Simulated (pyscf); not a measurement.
F–CH₂–Cl + chloride (Cl⁻) -> fluoride (F⁻) + Cl–CH₂–Cl, a substitution at C (singlet surface; C–F broken, C–Cl formed). PySCF, gas phase, ωB97X-D3(BJ)/def2-SVPD geometries. MP2 and CC: frozen core, UHF for open shells. ΔMP2 is the change of the MP2 total energy from the triple- to the quadruple-zeta basis. Energies in kcal/mol from the separated reactants.

Small-basis levels: PySCF, no dispersion term, spherical d functions. 

### Question
In single points SVWN5/6-31G* puts the saddle at 25.5 kcal/mol and the reaction energy at +87.0 kcal/mol. Should these be trusted to within a few kcal/mol? Compare with CCSD(T)/def2-TZVPPD + ΔMP2(QZVPPD).

### Answer
CCSD(T)/def2-TZVPPD + ΔMP2(QZVPPD) gives ΔE‡ = 24.9 kcal/mol and ΔE = +36.5 kcal/mol. SVWN5/6-31G* lies 0.6 kcal/mol over it in the barrier and 50.5 kcal/mol over it in the reaction energy, so on this step it does not hold to within 3.0 kcal/mol. CCSD(T)/def2-TZVPPD + ΔMP2(QZVPPD) has limits of its own. On the reactant side the descent ends in a bound adduct, 12.6 kcal/mol under the separated species and 38.0 kcal/mol under the saddle at ωB97X-D3(BJ)/def2-TZVPD. On the product side the descent ends in a bound adduct, 23.9 kcal/mol under the separated species and 14.1 kcal/mol under the saddle at ωB97X-D3(BJ)/def2-TZVPD. At CCSD(T) the saddle lies under the separated products, which points to a path from their complex (located at ωB97X-D3(BJ) alone), and parting the products costs more than the saddle. This is the saddle that the search found; another between the same sides may lie lower. The angle at the attacked C is 164°. The CCSD(T) − MP2 part came from Ansatz, without density fitting, on the same reference.
